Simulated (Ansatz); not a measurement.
Ansatz (a quantum-chemistry and plane-wave program) input (HF/3-21G): The .json file is the Basis Set Exchange's 3-21G.

Ansatz 0.2 input:
```yaml
crystal:
  periodic: [false, false, false]
  atoms:
    - {symbol: C, position_ang: [-0.90428696, 0.01940717, 0.02655318]}
    - {symbol: O, position_ang: [-0.83652594, -1.01074671, 0.63270255]}
    - {symbol: O, position_ang: [0.16326689, 0.71167743, -0.43494210]}
    - {symbol: H, position_ang: [-1.80635268, 0.54149948, -0.23329525]}
    - {symbol: C, position_ang: [1.46697926, 0.22373066, -0.24659971]}
    - {symbol: H, position_ang: [1.60377640, -0.54836964, 0.47933316]}
    - {symbol: H, position_ang: [2.21249481, 0.94059750, -0.50784233]}
basis:
  gaussian:
    orbitals: 3-21G.json
hamiltonian:
  xc: {name: HF}
magnetization: {spin_polarized: true, initial_magnetization: 1}
phonons: {temperatures: {t_min: 298.15, t_max: 298.15, t_step: 100}}
```

Output:

```
WARN ansatz: RAYON_NUM_THREADS=1 ignored (pool sized by the plan → 1); use --threads N
Functional definition: HF
integrals: 0.01 GiB planned
528 factors; integrals over basis functions are off by at most 5.7e-4 eV
mean field: 0.11 GiB planned
mean field evaluation 1: about -6143.2883 eV, gradient 2.5e1 eV
mean field evaluation 2: about -6143.5067 eV, gradient 2.6e1 eV
mean field evaluation 4: about -6146.5286 eV, gradient 2.6e0 eV
mean field evaluation 8: about -6146.6280 eV, gradient 6.0e-1 eV
mean field evaluation 16: about -6146.6357 eV, gradient 2.4e-5 eV
mean field evaluation 32: about -6136.2566 eV, gradient 7.1e0 eV
mean field -6146.63574874 eV, -225.8846974269 hartree, gradient 2.4e-5 eV, S^2 0.762074; 0 other end points of the search recorded, 0 dependent functions left out
the calculation of the forces begins
reference -6146.63574874 eV, -225.8846974269 hartree; 16, 15 occupied and 26, 27 virtual orbitals, 528 factors
these checks for a lower state are left out or cut short: stability, starts, cluster_reference, orbital_swaps, neighbouring_geometries, increment
integrals: 0.01 GiB planned
528 factors; integrals over basis functions are off by at most 5.7e-4 eV
mean field: 0.11 GiB planned
mean field evaluation 64: about -6146.6355 eV, gradient 1.4e-3 eV
mean field -6146.63552259 eV, -225.8846891158 hartree, gradient 3.2e-6 eV, S^2 0.762036; 0 other end points of the search recorded, 0 dependent functions left out
the calculation of the forces begins
reference -6146.63552259 eV, -225.8846891158 hartree; 16, 15 occupied and 26, 27 virtual orbitals, 528 factors
these checks for a lower state are left out or cut short: stability, starts, cluster_reference, orbital_swaps, neighbouring_geometries, increment
integrals: 0.01 GiB planned
528 factors; integrals over basis functions are off by at most 5.7e-4 eV
mean field: 0.11 GiB planned
mean field -6146.63551997 eV, -225.8846890198 hartree, gradient 3.3e-6 eV, S^2 0.762115; 0 other end points of the search recorded, 0 dependent functions left out
the calculation of the forces begins
reference -6146.63551997 eV, -225.8846890198 hartree; 16, 15 occupied and 26, 27 virtual orbitals, 528 factors
these checks for a lower state are left out or cut short: stability, starts, cluster_reference, orbital_swaps, neighbouring_geometries, increment
integrals: 0.01 GiB planned
528 factors; integrals over basis functions are off by at most 5.7e-4 eV
mean field: 0.11 GiB planned
mean field -6146.63547029 eV, -225.8846871940 hartree, gradient 3.4e-6 eV, S^2 0.762265; 0 other end points of the search recorded, 0 dependent functions left out
the calculation of the forces begins
reference -6146.63547029 eV, -225.8846871940 hartree; 16, 15 occupied and 26, 27 virtual orbitals, 528 factors
these checks for a lower state are left out or cut short: stability, starts, cluster_reference, orbital_swaps, neighbouring_geometries, increment
integrals: 0.01 GiB planned
528 factors; integrals over basis functions are off by at most 5.7e-4 eV
mean field: 0.11 GiB planned
mean field -6146.63546812 eV, -225.8846871143 hartree, gradient 2.7e-6 eV, S^2 0.761901; 0 other end points of the search recorded, 0 dependent functions left out
the calculation of the forces begins
reference -6146.63546812 eV, -225.8846871143 hartree; 16, 15 occupied and 26, 27 virtual orbitals, 528 factors
these checks for a lower state are left out or cut short: stability, starts, cluster_reference, orbital_swaps, neighbouring_geometries, increment
integrals: 0.01 GiB planned
528 factors; integrals over basis functions are off by at most 5.7e-4 eV
mean field: 0.11 GiB planned
mean field evaluation 96: about -6146.3516 eV, gradient 6.7e-1 eV
mean field -6146.63560635 eV, -225.8846921942 hartree, gradient 2.2e-6 eV, S^2 0.761976; 0 other end points of the search recorded, 0 dependent functions left out
the calculation of the forces begins
reference -6146.63560635 eV, -225.8846921942 hartree; 16, 15 occupied and 26, 27 virtual orbitals, 528 factors
these checks for a lower state are left out or cut short: stability, starts, cluster_reference, orbital_swaps, neighbouring_geometries, increment
integrals: 0.01 GiB planned
528 factors; integrals over basis functions are off by at most 5.7e-4 eV
mean field: 0.11 GiB planned
mean field -6146.63560712 eV, -225.8846922224 hartree, gradient 3.3e-6 eV, S^2 0.762179; 0 other end points of the search recorded, 0 dependent functions left out
the calculation of the forces begins
reference -6146.63560712 eV, -225.8846922224 hartree; 16, 15 occupied and 26, 27 virtual orbitals, 528 factors
these checks for a lower state are left out or cut short: stability, starts, cluster_reference, orbital_swaps, neighbouring_geometries, increment
integrals: 0.01 GiB planned
[...]
mean field -6146.63566562 eV, -225.8846943721 hartree, gradient 3.3e-6 eV, S^2 0.762056; 0 other end points of the search recorded, 0 dependent functions left out
the calculation of the forces begins
reference -6146.63566562 eV, -225.8846943721 hartree; 16, 15 occupied and 26, 27 virtual orbitals, 528 factors
these checks for a lower state are left out or cut short: stability, starts, cluster_reference, orbital_swaps, neighbouring_geometries, increment
integrals: 0.01 GiB planned
528 factors; integrals over basis functions are off by at most 5.7e-4 eV
mean field: 0.11 GiB planned
mean field evaluation 320: about -6146.6357 eV, gradient 3.3e-6 eV
mean field -6146.63572680 eV, -225.8846966207 hartree, gradient 3.3e-6 eV, S^2 0.762085; 0 other end points of the search recorded, 0 dependent functions left out
the calculation of the forces begins
reference -6146.63572680 eV, -225.8846966207 hartree; 16, 15 occupied and 26, 27 virtual orbitals, 528 factors
these checks for a lower state are left out or cut short: stability, starts, cluster_reference, orbital_swaps, neighbouring_geometries, increment
integrals: 0.01 GiB planned
528 factors; integrals over basis functions are off by at most 5.7e-4 eV
mean field: 0.11 GiB planned
mean field -6146.63572817 eV, -225.8846966710 hartree, gradient 1.7e-6 eV, S^2 0.762065; 0 other end points of the search recorded, 0 dependent functions left out
the calculation of the forces begins
reference -6146.63572817 eV, -225.8846966710 hartree; 16, 15 occupied and 26, 27 virtual orbitals, 528 factors
these checks for a lower state are left out or cut short: stability, starts, cluster_reference, orbital_swaps, neighbouring_geometries, increment
integrals: 0.01 GiB planned
528 factors; integrals over basis functions are off by at most 5.7e-4 eV
mean field: 0.11 GiB planned
mean field -6146.63568085 eV, -225.8846949318 hartree, gradient 3.5e-6 eV, S^2 0.762035; 0 other end points of the search recorded, 0 dependent functions left out
the calculation of the forces begins
reference -6146.63568085 eV, -225.8846949318 hartree; 16, 15 occupied and 26, 27 virtual orbitals, 528 factors
these checks for a lower state are left out or cut short: stability, starts, cluster_reference, orbital_swaps, neighbouring_geometries, increment
integrals: 0.01 GiB planned
528 factors; integrals over basis functions are off by at most 5.7e-4 eV
mean field: 0.11 GiB planned
mean field -6146.63568163 eV, -225.8846949604 hartree, gradient 3.3e-6 eV, S^2 0.762114; 0 other end points of the search recorded, 0 dependent functions left out
the calculation of the forces begins
reference -6146.63568163 eV, -225.8846949604 hartree; 16, 15 occupied and 26, 27 virtual orbitals, 528 factors
these checks for a lower state are left out or cut short: stability, starts, cluster_reference, orbital_swaps, neighbouring_geometries, increment
integrals: 0.01 GiB planned
528 factors; integrals over basis functions are off by at most 5.7e-4 eV
mean field: 0.11 GiB planned
mean field -6146.63569219 eV, -225.8846953488 hartree, gradient 3.2e-6 eV, S^2 0.762079; 0 other end points of the search recorded, 0 dependent functions left out
the calculation of the forces begins
reference -6146.63569219 eV, -225.8846953488 hartree; 16, 15 occupied and 26, 27 virtual orbitals, 528 factors
these checks for a lower state are left out or cut short: stability, starts, cluster_reference, orbital_swaps, neighbouring_geometries, increment
integrals: 0.01 GiB planned
528 factors; integrals over basis functions are off by at most 5.7e-4 eV
mean field: 0.11 GiB planned
mean field evaluation 352: about -6146.6357 eV, gradient 6.5e-2 eV
mean field -6146.63569153 eV, -225.8846953244 hartree, gradient 2.7e-6 eV, S^2 0.762071; 0 other end points of the search recorded, 0 dependent functions left out
the calculation of the forces begins
reference -6146.63569153 eV, -225.8846953244 hartree; 16, 15 occupied and 26, 27 virtual orbitals, 528 factors
these checks for a lower state are left out or cut short: stability, starts, cluster_reference, orbital_swaps, neighbouring_geometries, increment
integrals: 0.01 GiB planned
528 factors; integrals over basis functions are off by at most 5.7e-4 eV
mean field: 0.11 GiB planned
mean field -6146.63567788 eV, -225.8846948228 hartree, gradient 3.3e-6 eV, S^2 0.762105; 0 other end points of the search recorded, 0 dependent functions left out
the calculation of the forces begins
reference -6146.63567788 eV, -225.8846948228 hartree; 16, 15 occupied and 26, 27 virtual orbitals, 528 factors
these checks for a lower state are left out or cut short: stability, starts, cluster_reference, orbital_swaps, neighbouring_geometries, increment
integrals: 0.01 GiB planned
528 factors; integrals over basis functions are off by at most 5.7e-4 eV
mean field: 0.11 GiB planned
mean field -6146.63567748 eV, -225.8846948082 hartree, gradient 2.6e-6 eV, S^2 0.762045; 0 other end points of the search recorded, 0 dependent functions left out
the calculation of the forces begins
reference -6146.63567748 eV, -225.8846948082 hartree; 16, 15 occupied and 26, 27 virtual orbitals, 528 factors
these checks for a lower state are left out or cut short: stability, starts, cluster_reference, orbital_swaps, neighbouring_geometries, increment
integrals: 0.01 GiB planned
528 factors; integrals over basis functions are off by at most 5.7e-4 eV
mean field: 0.11 GiB planned
mean field -6146.63568520 eV, -225.8846950919 hartree, gradient 3.2e-6 eV, S^2 0.762089; 0 other end points of the search recorded, 0 dependent functions left out
the calculation of the forces begins
reference -6146.63568520 eV, -225.8846950919 hartree; 16, 15 occupied and 26, 27 virtual orbitals, 528 factors
these checks for a lower state are left out or cut short: stability, starts, cluster_reference, orbital_swaps, neighbouring_geometries, increment
integrals: 0.01 GiB planned
528 factors; integrals over basis functions are off by at most 5.7e-4 eV
mean field: 0.11 GiB planned
mean field evaluation 384: about -6146.6357 eV, gradient 1.4e-4 eV
mean field -6146.63568547 eV, -225.8846951017 hartree, gradient 2.6e-6 eV, S^2 0.762061; 0 other end points of the search recorded, 0 dependent functions left out
the calculation of the forces begins
reference -6146.63568547 eV, -225.8846951017 hartree; 16, 15 occupied and 26, 27 virtual orbitals, 528 factors
these checks for a lower state are left out or cut short: stability, starts, cluster_reference, orbital_swaps, neighbouring_geometries, increment
integrals: 0.01 GiB planned
528 factors; integrals over basis functions are off by at most 5.7e-4 eV
mean field: 0.11 GiB planned
mean field -6146.63573577 eV, -225.8846969501 hartree, gradient 1.5e-6 eV, S^2 0.762048; 0 other end points of the search recorded, 0 dependent functions left out
the calculation of the forces begins
reference -6146.63573577 eV, -225.8846969501 hartree; 16, 15 occupied and 26, 27 virtual orbitals, 528 factors
these checks for a lower state are left out or cut short: stability, starts, cluster_reference, orbital_swaps, neighbouring_geometries, increment
integrals: 0.01 GiB planned
528 factors; integrals over basis functions are off by at most 5.7e-4 eV
mean field: 0.11 GiB planned
mean field -6146.63573624 eV, -225.8846969676 hartree, gradient 3.3e-6 eV, S^2 0.762101; 0 other end points of the search recorded, 0 dependent functions left out
the calculation of the forces begins
reference -6146.63573624 eV, -225.8846969676 hartree; 16, 15 occupied and 26, 27 virtual orbitals, 528 factors
Total energy: -6146.63574874 eV, -225.8846974269 hartree
Atom 0 at    -0.904287     0.019407     0.026553 Å, force     0.000509     0.000085    -0.000119 eV/Å
Atom 1 at    -0.836526    -1.010747     0.632703 Å, force     0.000132     0.000483    -0.000330 eV/Å
Atom 2 at     0.163267     0.711677    -0.434942 Å, force    -0.000533    -0.000265     0.000265 eV/Å
Atom 3 at    -1.806353     0.541499    -0.233295 Å, force    -0.000173    -0.000209     0.000144 eV/Å
Atom 4 at     1.466979     0.223731    -0.246600 Å, force     0.000314     0.000103     0.000057 eV/Å
Atom 5 at     1.603776    -0.548370     0.479333 Å, force    -0.000269    -0.000101     0.000096 eV/Å
Atom 6 at     2.212495     0.940597    -0.507842 Å, force     0.000020    -0.000097    -0.000114 eV/Å
Dipole moment:     0.131287     0.296800    -0.096746 e Å
Vibrations: 207.17 319.08 330.76 588.45 805.53 1040.17 1172.67 1256.90 1339.23 1537.89 1567.74 1910.79 3327.67 3332.86 3489.37 cm⁻¹, zero-point energy 1.377855 eV
```

The blocks after the first are displaced geometries, from whose forces the wavenumbers follow.
